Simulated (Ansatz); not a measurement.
# BH− (doublet): from Hartree-Fock to the top rungs at distance B1–H2 = 1.531 Å, aug-cc-pVDZ

How much of the correlation energy of BH− (doublet) does each wave-function method recover here?

Method: aug-cc-pVDZ, core rule «outside noble gas», up to 1 orbitals frozen; program: Ansatz 0.2.0, Gaussian basis.

Plan: UHF; CCSD(T) on ROHF; CCSD(T) on UHF; BCCD(T) on ROHF; CISD; CCSDT(Q) on ROHF; CCSDT(Q) on UHF; CASSCF and MRCISD+Q, 3 electrons in 3 orbitals; CASSCF and NEVPT2, 3 electrons in 3 orbitals; CASSCF and MRCISD+Q, 5 electrons in 5 orbitals; CASSCF and NEVPT2, 5 electrons in 5 orbitals; Full CI.

17 further runs of the same task are left out: 14 that didn't finish, 3 set aside as unsound or not needed.

## 1. The geometry

The geometry derives from a PBE0/def2-TZVPD stationary point (not a proven minimum). One bond is set to the value named and the two fragments are kept rigid.

2 atoms, charge -1, spin multiplicity 2.

Atoms are counted from 1 here; the program's logs count them from 0.

No contacts short enough for the rule that draws bonds.

As a file:

```csv
atom,x (Å),y (Å),z (Å)
B1,0.00000,0.00000,0.00000
H2,0.00000,0.00000,1.53100
```

## 2. UHF

in.yaml reads:

```yaml
crystal:
  periodic: [false, false, false]
  atoms:
    - {symbol: B, position_ang: [0.000000, 0.000000, 0.000000]}
    - {symbol: H, position_ang: [0.000000, 0.000000, 1.531000]}
basis:
  gaussian: {orbitals: aug-cc-pVDZ}
total_charge: -1
magnetization: {spin_polarized: true, initial_magnetization: 1}
hamiltonian: {xc: hf}
output: {orbitals: {seedname: orbitals}}
```

Command:

```sh
$ ansatz run in.yaml --threads 1 --pin off --events-out ev --progress --plain --max-ram 2393MiB
```

Further steps of the session: CCSD(T) on ROHF; CCSD(T) on UHF; BCCD(T) on ROHF; CISD; CCSDT(Q) on ROHF; CCSDT(Q) on UHF; CASSCF and MRCISD+Q, 3 electrons in 3 orbitals; CASSCF and NEVPT2, 3 electrons in 3 orbitals; CASSCF and MRCISD+Q, 5 electrons in 5 orbitals; CASSCF and NEVPT2, 5 electrons in 5 orbitals; Full CI.

Q: Predict the results of all the runs planned. Wanted: FCI below the RHF energy; RMP2 from FCI; UMP2 from FCI; RCCSD from FCI; RCCSD(T) from FCI; UCCSD(T) from FCI; RCCSDT(Q) from FCI; UCCSDT(Q) from FCI; MRCISD+Q pair from FCI.

**Answer**, as computed:

```
                         quantity                                                                                               value
         FCI below the RHF energy                                                                                          -3.0713 eV
                    RMP2 from FCI                                                                                     +19.43 kcal/mol
                    UMP2 from FCI                                                                                     +19.67 kcal/mol
                   RCCSD from FCI                                                                                      +3.13 kcal/mol
                RCCSD(T) from FCI                                                                                      +0.79 kcal/mol
                UCCSD(T) from FCI                                                                                      +0.80 kcal/mol
               RCCSDT(Q) from FCI                                                                                      +0.02 kcal/mol
               UCCSDT(Q) from FCI                                                                                      +0.02 kcal/mol
           MRCISD+Q pair from FCI                                                                                      -0.86 kcal/mol
          NEVPT2 valence from FCI                                                                                     +15.72 kcal/mol
        MRCISD+Q valence from FCI                                                                                      +0.02 kcal/mol
levels within 1 kcal/mol (43 meV)  RCCSD(T), UCCSD(T), BCCD(T), RCCSDT, UCCSDT, RCCSDT(Q), UCCSDT(Q), MRCISD+Q pair, MRCISD+Q valence
                    T1 diagnostic                                                                                               0.021
   effectively unpaired electrons                                                                                                1.11
```

RCCSD(T) misses by +0.79 kcal/mol, 1.1 % of the correlation energy. MRCISD+Q pair falls below full CI: the +Q correction isn't variational, and the cores differ from full CI's. One determinant dominates. Of the multireference levels listed MRCISD+Q valence comes nearest in total energy (+0.02 kcal/mol), which doesn't show that its space is the better one. Coupled cluster took another determinant than the lowest Hartree-Fock one. These misses are within one basis, not against nature; the frozen cores of restricted and unrestricted runs differ, which can shift their rows.
